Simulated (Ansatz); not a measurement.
```yaml
crystal:
  periodic: [false, false, false]
  atoms:
    - {symbol: C, position_ang: [-1.627886, 0.175699, 1.331712]}
    - {symbol: C, position_ang: [-0.306732, -0.376038, 0.916891]}
    - {symbol: C, position_ang: [0.383278, -0.117773, -0.194495]}
    - {symbol: C, position_ang: [1.707004, -0.771879, -0.444364]}
    - {symbol: C, position_ang: [-0.060633, 0.814037, -1.277463]}
    - {symbol: H, position_ang: [-2.357501, -0.628269, 1.474819]}
    - {symbol: H, position_ang: [-1.547725, 0.695972, 2.291918]}
    - {symbol: H, position_ang: [-2.045023, 0.876742, 0.609022]}
    - {symbol: H, position_ang: [0.139189, -1.077728, 1.620119]}
    - {symbol: H, position_ang: [1.687951, -1.352905, -1.373149]}
    - {symbol: H, position_ang: [2.498048, -0.023059, -0.563113]}
    - {symbol: H, position_ang: [1.988691, -1.439984, 0.370858]}
    - {symbol: H, position_ang: [0.676230, 1.611721, -1.421503]}
    - {symbol: H, position_ang: [-0.131986, 0.283301, -2.233103]}
    - {symbol: H, position_ang: [-1.024804, 1.279264, -1.078949]}
basis:
  gaussian: {orbitals: STO-3G}
magnetization: {spin_polarized: true, initial_magnetization: 6}
hamiltonian: {xc: {name: HSE06}, dispersion: d4}
accuracy: high
output: {forces: true}
```

```sh
$ ansatz run in.yaml --threads 4 --pin off --events-out ev --progress --plain --max-ram 10444MiB
```

It prints (some lines left out):

```
Functional definition: HSE06
770 factors; integrals over basis functions are off by at most 1.8e-9 eV
95 factors; integrals over basis functions are off by at most 4.0e-10 eV
mean field evaluation 1: about -5239.8056 eV, gradient 6.6e0 eV
mean field evaluation 2: about -5234.9101 eV, gradient 2.5e1 eV
mean field evaluation 4: about -5240.7173 eV, gradient 3.4e0 eV
mean field evaluation 8: about -5241.0579 eV, gradient 3.7e-1 eV
mean field evaluation 16: about -5241.1136 eV, gradient 5.1e-3 eV
mean field evaluation 32: about -5241.1136 eV, gradient 1.4e-7 eV
mean field -5241.11357443 eV, -192.6073713060 hartree, gradient 5.8e-8 eV, S^2 12.003030; 4 other end points of the search recorded, 0 dependent functions left out
reference -5241.11357724 eV, -192.6073714093 hartree; 23, 17 occupied and 12, 18 virtual orbitals, 770 factors
Total energy: -5241.32571564 eV, -192.6151673516 hartree
Atom 0 at    -1.627886     0.175699     1.331712 Å, force    -1.848646    -0.623624     2.848124 eV/Å
Atom 1 at    -0.306732    -0.376038     0.916891 Å, force    -5.505854     2.797405     0.921418 eV/Å
Atom 2 at     0.383278    -0.117773    -0.194495 Å, force    -2.078569    -1.967382     5.291569 eV/Å
Atom 3 at     1.707004    -0.771879    -0.444364 Å, force    17.775439    -9.388455    -2.379770 eV/Å
Atom 4 at    -0.060633     0.814037    -1.277463 Å, force    -8.097095    12.676695   -12.661281 eV/Å
Atom 5 at    -2.357501    -0.628269     1.474819 Å, force    -0.682671    -0.303367     0.017603 eV/Å
Atom 6 at    -1.547725     0.695972     2.291918 Å, force    -0.191365     0.508632     0.522494 eV/Å
Atom 7 at    -2.045023     0.876742     0.609022 Å, force    -0.022733     0.623924    -0.987918 eV/Å
Atom 8 at     0.139189    -1.077728     1.620119 Å, force     2.092451    -4.067488     4.569481 eV/Å
Atom 9 at     1.687951    -1.352905    -1.373149 Å, force    -1.549342    -0.692690    -0.728286 eV/Å
Atom 10 at     2.498048    -0.023059    -0.563113 Å, force    -0.092145     1.699985     0.726324 eV/Å
Atom 11 at     1.988691    -1.439984     0.370858 Å, force     1.017553    -1.332134     1.171203 eV/Å
Atom 12 at     0.676230     1.611721    -1.421503 Å, force     1.329424     0.557938     1.656268 eV/Å
Atom 13 at    -0.131986     0.283301    -2.233103 Å, force    -0.330191    -2.176695    -0.013796 eV/Å
Atom 14 at    -1.024804     1.279264    -1.078949 Å, force    -1.816256     1.687255    -0.953432 eV/Å
Dipole moment:     0.014049     0.044796    -0.087692 e Å
```

Task: What is wrong with this run?

Result: The spin is set far too high for this molecule. The calculation finished and met its thresholds. The result belongs to that input, not to the molecule as meant.

HSE06 is defined as in plane-wave codes.
